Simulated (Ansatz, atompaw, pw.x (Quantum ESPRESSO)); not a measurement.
Equation-of-state test of one PAW (atompaw) potential (Ru (Z = 44))

Ru, PAW, made with atompaw 4.2.0.5 (LDA (PW92), scalar-relativistic). Core [Ar] 3d10, reference 4s2 4p6 4d7 5s1 5p0. Waves: 4s (bound): rc 1.15 bohr; 5s (bound): rc 1.55 bohr; 4p (bound): rc 1.55 bohr; 5p (bound, empty): rc 1.55 bohr; 4d (bound): rc 2.45 bohr; 4d channel at 0.05 Ry: rc 2.45 bohr. Local part: bessel scheme, radius 1.75 bohr. Core correction: smooth core density matched at 2.35 bohr. Augmentation charge: besselshape compensation charge, radius 2.15 bohr; PAW radius 2.45 bohr; waves and projectors: custom polynom vanderbiltortho.

Crystal test: bcc Ru in pw.x 7.5, no spin, 15³ k-points, Fermi–Dirac smearing 0.01 Ry, cutoffs 110/900 Ry. The reference is all-electron LAPW (Ansatz 0.2.0) with the same functional, mesh and smearing; V0 and B0 come from Birch–Murnaghan fits to the pressures at five volumes. Errors are pseudo minus all-electron; Δ is the rms difference of the E(V) curves that follow from these fits, minima aligned, over ±6 % about the mean V0. Mesh and smearing are coarse, so the numbers serve the comparison and aren't converged zero-temperature values; the lattice is a test structure that the element need not adopt.

All-electron: a0 = 3.003 Å (V0 = 13.53 Å³/atom), B0 = 326.0 GPa.

Task: How far does the potential miss the all-electron equation of state?

Result: mean pressure error (GPa): +3.66; a0 (Å): 3.013; a0 error (%): +0.36; B0 error (%): -0.2; Δ (meV/atom): 10.5.

| V (Å³/atom) | P all-electron (GPa) | P pseudo (GPa) |
| --- | --- | --- |
| 12.846 | 19.28 | 23.86 |
| 13.184 | 9.10 | 13.16 |
| 13.522 | 0.29 | 3.89 |
| 13.860 | -7.33 | -4.12 |
| 14.198 | -13.92 | -11.05 |

Task: At the middle volume, how do free energy and pressure move when the wave cutoff is lowered (ecutrho held at 900 Ry)?

Result:

| cutoff (Ry) | shift of F (meV/atom) | shift of P (GPa) |
| --- | --- | --- |
| 50 | +66.7 | -2.98 |
| 66 | +33.2 | -0.57 |
| 88 | +4.4 | -0.49 |

The 8 pw.x runs together took about 2.8 min on one core of a shared server CPU.
